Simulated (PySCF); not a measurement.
Compound: C6H8.
Atom-mapped SMILES: `[CH:1]#[C:2][C:3]1([CH3:4])[CH2:5][CH2:6]1` (hydrogens: H7 on C1; H8, H9, H10 on C4; H11, H12 on C5; H13, H14 on C6)

Cartesian coordinates in Å at the PBE0-D3(BJ)/def2-SVP level; atoms count from 1:
```
atom  x, y, z in Å
C1     2.3721   -0.2548    1.2430
C2     1.3120   -0.1555    0.6631
C3     0.0518   -0.0097   -0.0279
C4    -0.3280    1.4143   -0.3757
C5    -0.3468   -1.1176   -0.9798
C6    -1.0492   -0.9851    0.3313
H7     3.3103   -0.3499    1.7563
H8    -0.4139    2.0299    0.5324
H9     0.4288    1.8729   -1.0298
H10   -1.2952    1.4376   -0.8996
H11    0.3532   -1.9455   -1.1122
H12   -0.8745   -0.8158   -1.8886
H13   -0.8370   -1.7207    1.1102
H14   -2.0690   -0.5908    0.3405
```

The closed-shell ground state was solved at several levels (PySCF, density fitting, gas phase, non-relativistic).

```
              level  basis functions  HOMO (eV)  LUMO (eV)  gap (eV)  dipole (D)
    B3LYP/def2-SVPD              184      -6.91       0.52      7.43        0.87
CAM-B3LYP/def2-SVPD              184      -8.45       1.41      9.86        0.83
     PBE0/def2-SVPD              184      -7.12       0.82      7.94        0.87
  wB97X-D/def2-SVPD              184      -8.95       2.38     11.33        0.86
     PBE0/def2-TZVP              234      -7.08       1.13      8.21        0.90
        PBE0/6-31G*              100      -6.77       1.76      8.53        0.77
      LDA/def2-SVPD              184      -6.14      -0.17      5.97        0.92
BHandHLYP/def2-SVPD              184      -8.16       1.26      9.42        0.84
      PBE/def2-SVPD              184      -5.97       0.06      6.03        0.91
  LC-wPBE/def2-SVPD              184      -9.80       2.45     12.25        0.81
```

(1) Estimate the row for HF/def2-SVPD, a basis of 184 functions; the other rows only guide the guess.

(2) Over all these levels, which gives the widest orbital gap and which the narrowest?

(3) How much does the basis alone move the frontier levels among the 3 PBE0 rows?

(4) In the def2-SVPD basis, how does the gap go with the fixed share of exact exchange?

(5) How far do the dipole and the HOMO energy spread over the levels?

Answers

(1) HOMO -9.73 eV, LUMO 2.66 eV, gap 12.39 eV, dipole 0.82 D.

(2) HF/def2-SVPD (Hartree–Fock, all exact exchange) has the widest, 12.39 eV, and LDA/def2-SVPD (LDA) the narrowest, 5.97 eV. The two share the basis. From the narrowest to the widest the HOMO moves by -3.59 eV and the LUMO by +2.83 eV.

(3) The HOMO by 0.35 eV and the LUMO by 0.94 eV. By rising basis size (HOMO, LUMO in eV): 6-31G* -6.77, 1.76; def2-SVPD -7.12, 0.82; def2-TZVP -7.08, 1.13.

(4) LDA (0 %) 5.97 eV; PBE (0 %) 6.03 eV; B3LYP (20 %) 7.43 eV; PBE0 (25 %) 7.94 eV; BHandHLYP (50 %) 9.42 eV; HF (100 %) 12.39 eV. Each rise in the share widens the gap here.

(5) The dipole runs from 0.77 to 0.92 D (mean 0.85 D) and the HOMO from -9.80 to -5.97 eV.
